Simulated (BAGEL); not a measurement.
# One shape, several levels: C2H4Si (Si(CCH)H3)

Aim: a comparison of 6 runs (HF/STO-3G, HF/3-21G, HF/def2-SVP, B3LYP/6-31G*, B3LYP/ANO-RCC-VDZP, CIS/def2-SVP) of C2H4Si (Si(CCH)H3). 

Program for the calculation: BAGEL 1.2.2.

6 further runs of the same task are left out: 2 that didn't finish, 4 set aside as unsound or not needed.

## 1. The molecule

C2H4Si: 7 atoms, total charge 0, spin state singlet. SMILES: `[H][Si]([H])([H])C#C`. The shape is that of a GFN2-xTB optimisation.

Bond lengths: Si1–C2 1.848 Å, C2–C3 1.202 Å, C3–H4 1.052 Å, Si1–H5 1.465 Å, Si1–H6 1.464 Å, Si1–H7 1.465 Å. Angles: Si1–C2–C3 179.3°, C2–Si1–H5 108.0°, C2–Si1–H6 108.2°, C2–Si1–H7 108.1°, C2–C3–H4 179.9°, H5–Si1–H6 110.8°, H5–Si1–H7 110.8°, H6–Si1–H7 110.8°.

## 2. The energy at HF/STO-3G (run 1)

Contents of hf.json:

```json
{ "bagel" : [

{
  "title" : "molecule",
  "basis" : "sto-3g",
  "df_basis" : "qzvpp-jkfit",
  "geometry" : [
    { "atom" : "Si", "xyz" : [ -0.00247554,  0.00582036, -2.06178569 ] },
    { "atom" : "C", "xyz" : [ -0.01691305,  0.00257003,  1.43105180 ] },
    { "atom" : "C", "xyz" : [  0.00000000, -0.00899510,  3.70267268 ] },
    { "atom" : "H", "xyz" : [  0.01181079, -0.01757445,  5.69145824 ] },
    { "atom" : "H", "xyz" : [  2.63395696,  0.01436192, -2.90571848 ] },
    { "atom" : "H", "xyz" : [ -1.32050282,  2.27993567, -2.92760151 ] },
    { "atom" : "H", "xyz" : [ -1.30585744, -2.27613732, -2.93009595 ] }
  ]
},
{
  "title" : "hf",
  "df" : "false"
},
{
  "title" : "print",
  "file" : "orbitals.molden",
  "orbitals" : "true"
}

]}
```

Started as:

```
BAGEL_NUM_THREADS=1 BAGEL hf.json > hf.out
```

Standard output:

```text
* using 1 threads per process

  ===============================================================
  ===============================================================

  *** Geometry ***

  { "atom" : "Si", "xyz" : [     -0.002476,      0.005820,     -2.061786 ] },
  { "atom" : "C", "xyz" : [     -0.016913,      0.002570,      1.431052 ] },
  { "atom" : "C", "xyz" : [      0.000000,     -0.008995,      3.702673 ] },
  { "atom" : "H", "xyz" : [      0.011811,     -0.017574,      5.691458 ] },
  { "atom" : "H", "xyz" : [      2.633957,      0.014362,     -2.905718 ] },
  { "atom" : "H", "xyz" : [     -1.320503,      2.279936,     -2.927602 ] },
  { "atom" : "H", "xyz" : [     -1.305857,     -2.276137,     -2.930096 ] },

  Number of auxiliary basis functions:      350

  Since a DF basis is specified, we compute 2- and 3-index integrals:
    o Being stored without compression. Storage requirement is 0.001 GB

  Number of basis functions:       23
  Number of electrons      :       30

    * METHOD: MOLECULE                             0.06

  *** RHF ***

  === Nuclear Repulsion ===
    82.9299125103

      * DIIS with orbital gradients will be used.

  === RHF iteration (sto-3g) ===
      0       -362.42125650          0.02651699           0.02
      1       -362.64010670          0.00736083           0.02
      2       -362.65496575          0.00373716           0.02
      3       -362.65703768          0.00139398           0.02
      4       -362.65735739          0.00009655           0.02
      5       -362.65736086          0.00001792           0.02
      6       -362.65736096          0.00000287           0.02
      7       -362.65736096          0.00000034           0.02
      8       -362.65736096          0.00000008           0.02
      9       -362.65736096          0.00000005           0.02
     10       -362.65736096          0.00000003           0.02
     11       -362.65736096          0.00000001           0.02
    * SCF iteration converged.

    * Permanent dipole moment:
           (   -0.002804,     0.000253,     0.276063) a.u.

    * METHOD: HF                                   0.28

    * METHOD: PRINT                                0.00

  ===============================================================
```

Run time: 0.5 s. Hardware: 1 thread of Arm Neoverse V2, shared host; peak memory 0.083 GiB.

## 3. A single-point energy at HF/3-21G (run 2)

Contents of calc.json:

```json
{ "bagel" : [

{
  "title" : "molecule",
  "basis" : "3-21g",
  "df_basis" : "qzvpp-jkfit",
  "angstrom" : "false",
  "geometry" : [
    { "atom" : "Si", "xyz" : [ -0.00247554,  0.00582036, -2.06178569 ] },
    { "atom" : "C", "xyz" : [ -0.01691305,  0.00257003,  1.43105180 ] },
    { "atom" : "C", "xyz" : [  0.00000000, -0.00899510,  3.70267268 ] },
    { "atom" : "H", "xyz" : [  0.01181079, -0.01757445,  5.69145824 ] },
    { "atom" : "H", "xyz" : [  2.63395696,  0.01436192, -2.90571848 ] },
    { "atom" : "H", "xyz" : [ -1.32050282,  2.27993567, -2.92760151 ] },
    { "atom" : "H", "xyz" : [ -1.30585744, -2.27613732, -2.93009595 ] }
  ]
},
{ "title" : "hf", "df" : "false" },
{ "title" : "print", "file" : "orbitals.molden", "orbitals" : "true" }

]}
```

Started as:

```
BAGEL_NUM_THREADS=1 BAGEL calc.json > calc.out
```

Standard output:

```text
* using 1 threads per process

  ===============================================================
  ===============================================================

  *** Geometry ***

  { "atom" : "Si", "xyz" : [     -0.002476,      0.005820,     -2.061786 ] },
  { "atom" : "C", "xyz" : [     -0.016913,      0.002570,      1.431052 ] },
  { "atom" : "C", "xyz" : [      0.000000,     -0.008995,      3.702673 ] },
  { "atom" : "H", "xyz" : [      0.011811,     -0.017574,      5.691458 ] },
  { "atom" : "H", "xyz" : [      2.633957,      0.014362,     -2.905718 ] },
  { "atom" : "H", "xyz" : [     -1.320503,      2.279936,     -2.927602 ] },
  { "atom" : "H", "xyz" : [     -1.305857,     -2.276137,     -2.930096 ] },

  Number of auxiliary basis functions:      350

  Since a DF basis is specified, we compute 2- and 3-index integrals:
    o Being stored without compression. Storage requirement is 0.004 GB

  Number of basis functions:       39
  Number of electrons      :       30

    * METHOD: MOLECULE                             0.07

  *** RHF ***

  === Nuclear Repulsion ===
    82.9299125103

      * DIIS with orbital gradients will be used.

  === RHF iteration (3-21g) ===
      0       -359.79179336          0.05152686           0.02
      1       -364.53309290          0.05291647           0.02
      2       -364.91736432          0.01624167           0.02
      3       -364.95528014          0.00837980           0.02
      4       -364.96398270          0.00111341           0.02
      5       -364.96434670          0.00017767           0.02
      6       -364.96435780          0.00003217           0.02
      7       -364.96435811          0.00000813           0.02
      8       -364.96435814          0.00000368           0.02
      9       -364.96435814          0.00000186           0.02
     10       -364.96435815          0.00000070           0.02
     11       -364.96435815          0.00000020           0.02
     12       -364.96435815          0.00000005           0.02
     13       -364.96435815          0.00000002           0.02
     14       -364.96435815          0.00000000           0.02
    * SCF iteration converged.

    * Permanent dipole moment:
           (   -0.006073,     0.002191,    -0.060687) a.u.

    * METHOD: HF                                   0.37

    * METHOD: PRINT                                0.00

  ===============================================================
```

Wall time 0.6 s (1 thread of Arm Neoverse V2, shared host); peak memory 0.083 GiB.

Runs 3 to 5 aren't shown in full; the table further down has their settings and results.

## 4. The vertical excitations at CIS/def2-SVP (density fitting with svp-jkfit) (run 6)

Contents of job.json:

```json
{ "bagel" : [

{
  "title" : "molecule",
  "basis" : "svp",
  "df_basis" : "svp-jkfit",
  "angstrom" : true,
  "geometry" : [
    { "atom" : "Si", "xyz" : [   -0.001310,    0.003080,   -1.091050 ] },
    { "atom" : "C", "xyz" : [   -0.008950,    0.001360,    0.757280 ] },
    { "atom" : "C", "xyz" : [    0.000000,   -0.004760,    1.959370 ] },
    { "atom" : "H", "xyz" : [    0.006250,   -0.009300,    3.011790 ] },
    { "atom" : "H", "xyz" : [    1.393830,    0.007600,   -1.537640 ] },
    { "atom" : "H", "xyz" : [   -0.698780,    1.206490,   -1.549220 ] },
    { "atom" : "H", "xyz" : [   -0.691030,   -1.204480,   -1.550540 ] }
  ]
},
{
  "title" : "hf"
},
{
  "title" : "cis",
  "nstate" : 3
}

]}
```

Started as:

```
BAGEL_NUM_THREADS=1 BAGEL job.json > job.out
```

Standard output:

```text
* using 1 threads per process

  ===============================================================
  ===============================================================

  *** Geometry ***

  { "atom" : "Si", "xyz" : [     -0.002476,      0.005820,     -2.061786 ] },
  { "atom" : "C", "xyz" : [     -0.016913,      0.002570,      1.431052 ] },
  { "atom" : "C", "xyz" : [      0.000000,     -0.008995,      3.702673 ] },
  { "atom" : "H", "xyz" : [      0.011811,     -0.017574,      5.691458 ] },
  { "atom" : "H", "xyz" : [      2.633957,      0.014362,     -2.905718 ] },
  { "atom" : "H", "xyz" : [     -1.320503,      2.279936,     -2.927602 ] },
  { "atom" : "H", "xyz" : [     -1.305857,     -2.276137,     -2.930096 ] },

  Number of auxiliary basis functions:      350

  Since a DF basis is specified, we compute 2- and 3-index integrals:
    o Being stored without compression. Storage requirement is 0.012 GB

  Number of basis functions:       66
  Number of electrons      :       30

    * METHOD: MOLECULE                             0.08

  *** RHF ***

  === Nuclear Repulsion ===
    82.9299124909

      * DIIS with orbital gradients will be used.

  === RHF iteration (svp) ===
      0       -366.68460689          0.01608665           0.02
      1       -366.77189233          0.00637042           0.02
      2       -366.78308335          0.00159928           0.02
[... 7 lines of this table left out ...]
     10       -366.78418019          0.00000001           0.02
    * SCF iteration converged.

    * Permanent dipole moment:
           (   -0.005287,     0.001986,    -0.087978) a.u.

    * METHOD: HF                                   0.28

  === CIS iteration ===

        0     0     0.27573389     0.00384206      0.01
        0     1     0.28276153     0.00361853      0.00
        0     2     0.36114092     0.00638133      0.00
[... 31 lines of this table left out ...]
        8     2     0.23712519     0.00000045      0.00

    * CIS converged

    * Permanent dipole moment: Transition 0 -> 0
           (   -0.000050,    -0.000226,    -0.000006) a.u.

    * Permanent dipole moment: Transition 0 -> 1
           (    0.009229,    -0.052042,    -0.000102) a.u.

    * Permanent dipole moment: Transition 0 -> 2
           (   -0.047186,    -0.008210,    -0.000244) a.u.

    * METHOD: CIS                                  0.14

  ===============================================================
```

It took 0.66 s on 1 thread of Arm Neoverse V2, shared host; peak memory 0.22 GiB.

The roots found:

| excited state | energy (eV) | strength |
| --- | --- | --- |
| 1 | 6.099 | 0.0000 |
| 2 | 6.452 | 0.0009 |
| 3 | 6.453 | 0.0007 |

## 5. The series

| run | level | integral approximation | Cartesian functions | energy (Eh) | dipole moment (D) | wall time |
| --- | --- | --- | --- | --- | --- | --- |
| 1 | HF/STO-3G | none | no | -362.657361 | 0.70 | 0.5 s |
| 2 | HF/3-21G | none | no | -364.964358 | 0.16 | 0.6 s |
| 3 | HF/def2-SVP | none | no | -366.784212 | 0.22 | 2.3 s |
| 4 | B3LYP/6-31G* (density fitting with qzvpp-jkfit, Cartesian functions) | qzvpp-jkfit | yes | -368.037967 | 0.18 | 6 s |
| 5 | B3LYP/ANO-RCC-VDZP (DKH2, density fitting with svp-jkfit) | svp-jkfit | no | -368.732224 | 0.19 | 10 s |
| 6 | CIS/def2-SVP (density fitting with svp-jkfit) | svp-jkfit | no | -366.784180 | – | 0.66 s |

## 6. Results

| quantity | value |
| --- | --- |
| run 6: ground-state or mean-field energy | -366.78418 Eh |
| run 6: lowest excitation energy | 6.10 eV |

**Reading.** Over runs 1, 2, 3, 4, 5 the dipole moment (its size) runs from 0.16 D (HF/3-21G) to 0.70 D (HF/STO-3G). The two dipoles point in opposite directions. Over runs 1, 2, 3 the HOMO–LUMO gap runs from 14.94 eV (HF/def2-SVP) to 19.25 eV (HF/STO-3G). Some runs of one species differ in core potentials or relativity; totals across that change don't compare. In run 1 the basis is minimal, so the values are rough. All runs together took 20 s, the longest 10 s.
